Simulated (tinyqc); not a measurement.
Geometry optimisation on the UHF/sto-3g surface (energies and gradients from PySCF), for CH, spin multiplicity 4, step by step. One step of it, computed by the program tinyqc.

Task: Step 1: move. Quasi-Newton step p = -H^(-1) g (first H = 0.15 times the unit matrix); steps longer than 0.3 bohr are cut back (factor 0.215 here).

positions at the start (bohr):
```
,x,y,z
1C,0.000000,0.000000,0.000000
2H,0.000000,0.000000,1.812247
```

gradient (hartree/bohr):
```
,x,y,z
1C,0.00000000,0.00000000,0.14827386
2H,0.00000000,0.00000000,-0.14827386
```

Give: positions after step 1.

Result:

positions after step 1 (bohr):
```
,x,y,z
1C,0.0000,0.0000,-0.2121
2H,0.0000,0.0000,2.0244
```
